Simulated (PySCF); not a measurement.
# Two attempts at BH3F− (SMILES [H][B-]([H])([H])F)

Aim: the energy of BH3F− at HF/6-311++G(2d,2p) (Cartesian functions, SS(V)PE dichloromethane).

Program for the calculation: PySCF 2.14.0.

6 further runs of the same task are left out: 1 that didn't finish, 5 set aside as unsound or not needed.

### 1 The structure to begin with

BH3F−: 5 atoms, total charge -1, spin state singlet. As SMILES, `[H][B-]([H])([H])F`. Geometry: relaxed at GFN2-xTB.

Bond lengths: B1–F2 1.447 Å, B1–H3 1.227 Å, B1–H4 1.228 Å, B1–H5 1.226 Å. Angles: F2–B1–H3 108.4°, F2–B1–H4 108.4°, F2–B1–H5 108.4°, H3–B1–H4 110.5°, H3–B1–H5 110.6°, H4–B1–H5 110.5°.

### 2 Try one

The input, start.xyz:

```xyz
5

B     -0.000350     0.000360    -0.057130
F      0.012500    -0.020940     1.389230
H      1.160070     0.011720    -0.454270
H     -0.590550     1.012650    -0.424140
H     -0.581670    -1.003790    -0.453700
```

The input, run.py:

```python
import pyscf.grad
from pyscf import gto, scf, solvent
from pyscf.pbc.tools.pyscf_ase import PySCF, ase_atoms_to_pyscf
from ase.io import read

atoms = read('start.xyz')

system = gto.M(
    atom=ase_atoms_to_pyscf(atoms),
    basis='6-311++g(2d,2p)',
    cart=True,
    charge=-1,
    verbose=4,
    max_memory=1860,
)

mf = scf.RHF(system)
mf = mf.PCM()
mf.with_solvent.method = 'SS(V)PE'
mf.with_solvent.eps = 8.93  # dichloromethane
mf.max_cycle = 3
atoms.calc = PySCF(method=mf)

e_ev = atoms.get_potential_energy()
print('energy %.6f eV' % e_ev)
```

The run is started by

```bash
$ OMP_NUM_THREADS=1 python run.py
```

The log of the run:

```text
PySCF version 2.14.0

[INPUT] num. atoms = 5
[INPUT] num. electrons = 18
[INPUT] charge = -1
[INPUT] spin (= nelec alpha-beta = 2S) = 0
[INPUT] symmetry False subgroup None
[INPUT] Mole.unit = angstrom
[INPUT] Cartesian GTO integrals (6d 10f)
[INPUT] Symbol           X                Y                Z      unit          X                Y                Z       unit  Magmom
[INPUT]  1 B     -0.000350000000   0.000360000000  -0.057130000000 AA   -0.000661404144   0.000680301405  -0.107960053496 Bohr   0.0
[INPUT]  2 F      0.012500000000  -0.020940000000   1.389230000000 AA    0.023621576557  -0.039570865048   2.625264224030 Bohr   0.0
[INPUT]  3 H      1.160070000000   0.011720000000  -0.454270000000 AA    2.192214585324   0.022147590180  -0.858445886606 Bohr   0.0
[INPUT]  4 H     -0.590550000000   1.012650000000  -0.424140000000 AA   -1.115977762862   1.913631160041  -0.801508438473 Bohr   0.0
[INPUT]  5 H     -0.581670000000  -1.003790000000  -0.453700000000 AA   -1.099196994876  -1.896888186577  -0.857368742715 Bohr   0.0

nuclear repulsion = 30.2969866489304
number of shells = 40
number of NR pGTOs = 120
number of NR cGTOs = 88
basis = 6-311++g(2d,2p)
ecp = {}
Create scanner for <class 'pyscf.solvent._attach_solvent.PCMRHF'>
New geometry
   1 B     -0.000350000000   0.000360000000  -0.057130000000 AA   -0.000661404144   0.000680301405  -0.107960053496 Bohr
   2 F      0.012500000000  -0.020940000000   1.389230000000 AA    0.023621576557  -0.039570865048   2.625264224030 Bohr
   3 H      1.160070000000   0.011720000000  -0.454270000000 AA    2.192214585324   0.022147590180  -0.858445886606 Bohr
   4 H     -0.590550000000   1.012650000000  -0.424140000000 AA   -1.115977762862   1.913631160041  -0.801508438473 Bohr
   5 H     -0.581670000000  -1.003790000000  -0.453700000000 AA   -1.099196994876  -1.896888186577  -0.857368742715 Bohr

******** <class 'pyscf.scf.hf.PCMRHF_Scanner'> ********
method = PCMRHF_Scanner
initial guess = minao
damping factor = 0
level_shift factor = 0
DIIS = <class 'pyscf.scf.diis.CDIIS'>
diis_start_cycle = 1
diis_space = 8
diis_damp = 0
SCF conv_tol = 1e-09
SCF conv_tol_grad = None
SCF max_cycles = 3
direct_scf = True
direct_scf_tol = 1e-13
******** <class 'pyscf.solvent.pcm.PCM'> (In testing) ********

WARN: PCM is an experimental feature. It is still in testing.
Features and APIs may be changed in the future.

lebedev_order = 29 (302 grids per sphere)
eps = 8.93
frozen = False
Set gradient conv threshold to 3.16228e-05
Initial guess from minao.
PCM E_diel = -0.000121905108315608
Solvent Energy = -0.000121905108315608
init E= -125.668861224839
  HOMO = -0.329925238277796  LUMO = 0.0584431424311176  gap/eV = 10.56804
PCM E_diel = -0.0908142444267181
Solvent Energy = -0.0908142444267181
cycle= 1 E= -125.983401612821  delta_E= -0.315  |g|= 0.48  |ddm|= 1.24
  HOMO = -0.328072777432193  LUMO = 0.0917829878987313  gap/eV = 11.42486
PCM E_diel = -0.0882190640756614
Solvent Energy = -0.0882190640756614
cycle= 2 E= -126.016508103788  delta_E= -0.0331  |g|= 0.328  |ddm|= 0.415
  HOMO = -0.356405815093067  LUMO = 0.0915477352408311  gap/eV = 12.18944
PCM E_diel = -0.0885098472753364
Solvent Energy = -0.0885098472753364
cycle= 3 E= -126.030345595316  delta_E= -0.0138  |g|= 0.0294  |ddm|= 0.133
SCF not converged.
SCF energy = -126.030345595316
RuntimeError: <pyscf.solvent._attach_solvent.PCMRHF object> not converged
```

Run time: 2 s. Hardware: 1 thread of Intel Xeon 6975P-C (Granite Rapids), shared host; peak memory 0.26 GiB.

### 3 Reading the log

The run stopped without converging.

The log says `RuntimeError: <pyscf.solvent._attach_solvent.PCMRHF object> not converged`. The fault: the iteration cap is too low for convergence. To mend it: iteration cap at its default in place of 3.

### 4 Try two

start.xyz is that of step 2.

The input, job.py:

```python
import pyscf.grad
from pyscf import gto, scf, solvent
from pyscf.pbc.tools.pyscf_ase import PySCF, ase_atoms_to_pyscf
from ase.io import read

atoms = read('start.xyz')

mol = gto.M(
    atom=ase_atoms_to_pyscf(atoms),
    basis='6-311++g(2d,2p)',
    cart=True,
    verbose=4,
    charge=-1,
    max_memory=1860,
)

hf = scf.RHF(mol)
hf = hf.PCM()
hf.with_solvent.method = 'SS(V)PE'
hf.with_solvent.eps = 8.93
hf.init_guess = 'atom'
atoms.calc = PySCF(method=hf)

e_ev = atoms.get_potential_energy()
print('energy %.6f eV' % e_ev)
```

The run is started by

```bash
$ OMP_NUM_THREADS=1 python job.py
```

The log of the run:

```text
PySCF version 2.14.0

[INPUT] num. atoms = 5
[INPUT] num. electrons = 18
[INPUT] charge = -1
[INPUT] spin (= nelec alpha-beta = 2S) = 0
[INPUT] symmetry False subgroup None
[INPUT] Mole.unit = angstrom
[INPUT] Cartesian GTO integrals (6d 10f)
[INPUT] Symbol           X                Y                Z      unit          X                Y                Z       unit  Magmom
[INPUT]  1 B     -0.000350000000   0.000360000000  -0.057130000000 AA   -0.000661404144   0.000680301405  -0.107960053496 Bohr   0.0
[INPUT]  2 F      0.012500000000  -0.020940000000   1.389230000000 AA    0.023621576557  -0.039570865048   2.625264224030 Bohr   0.0
[INPUT]  3 H      1.160070000000   0.011720000000  -0.454270000000 AA    2.192214585324   0.022147590180  -0.858445886606 Bohr   0.0
[INPUT]  4 H     -0.590550000000   1.012650000000  -0.424140000000 AA   -1.115977762862   1.913631160041  -0.801508438473 Bohr   0.0
[INPUT]  5 H     -0.581670000000  -1.003790000000  -0.453700000000 AA   -1.099196994876  -1.896888186577  -0.857368742715 Bohr   0.0

[... 66 lines left out ...]
Atomic HF for atom  B  converged. SCF energy = -24.3824594363937
[... 29 lines left out ...]
Atomic HF for atom  H  converged. SCF energy = -0.49981791563042
[... 6 lines left out ...]
Solvent Energy = -0.091374946337008
[... 7 lines left out ...]
Solvent Energy = -0.0884234486183569
[... 7 lines left out ...]
Solvent Energy = -0.0883368595799281
[... 7 lines left out ...]
Solvent Energy = -0.0883268232019967
[... 7 lines left out ...]
Solvent Energy = -0.0883258860730069
[... 5 lines left out ...]
converged SCF energy = -126.030756571379
energy -3429.471567 eV
```

It took 4.5 s on 1 thread of Intel Xeon 6975P-C (Granite Rapids), shared host; peak memory 0.26 GiB.

### 5 Outcome

At HF/6-311++G(2d,2p) (Cartesian functions, SS(V)PE dichloromethane):

```
                                             quantity          value
                                         total energy  -126.03076 Eh
                                          HOMO energy       -9.89 eV
                                          LUMO energy        2.49 eV
HOMO–LUMO gap (to an unbound level, set by the basis)       12.39 eV
                           solvent term in the energy  -231.9 kJ/mol
```

In words: Mulliken charges run from -0.53 on F2 to +0.25 on B1; in a basis this large or diffuse they mean little.
